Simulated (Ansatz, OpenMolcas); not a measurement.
**SiNH3 (SMILES [N][SiH3]): methods side by side**

SiNH3: 5 atoms, total charge 0, spin state triplet. SMILES: `[N][SiH3]`. The shape is that of a GFN2-xTB optimisation.

Each level gives the vertical energy of the singlet above the triplet (eV). The values are calculated.

```tsv
level	kind	program	value (eV)	less FCI/STO-3G	CPU time (all runs)
UHF/STO-3G	Hartree–Fock	Ansatz	3.23	+1.05	0.22 s
UBLYP/STO-3G	GGA	Ansatz	2.29	+0.11	11 s
U-r2SCAN/STO-3G	meta-GGA	Ansatz	2.74	+0.56	30 s
UBHLYP/STO-3G	global hybrid	Ansatz	2.59	+0.41	5.5 s
UPBE0/STO-3G	global hybrid	Ansatz	2.65	+0.47	8.1 s
UHSE06/STO-3G	range-separated hybrid	Ansatz	2.64	+0.46	8 s
UB2PLYP/STO-3G	double hybrid	Ansatz	2.55	+0.37	7.4 s
CASPT2(2,2)/STO-3G	multireference	OpenMolcas	2.13	-0.05	3.5 s
UCCSD/STO-3G	coupled cluster or CI	Ansatz	2.33	+0.15	0.39 s
FCI/STO-3G	exact in the basis	Ansatz	2.18	0.00	3.1 s
```

FCI/STO-3G is exact within its basis and frozen core, so for wave-function methods in that basis the difference is their error; functionals converge differently with the basis, so for them it is only a difference. The values span 2.13 to 3.23 eV. All rows use very small basis sets, so even the best lies far from the true value. CPU times are rough (shared hosts, several kinds of processor): they show what a rung costs within a factor of a few.
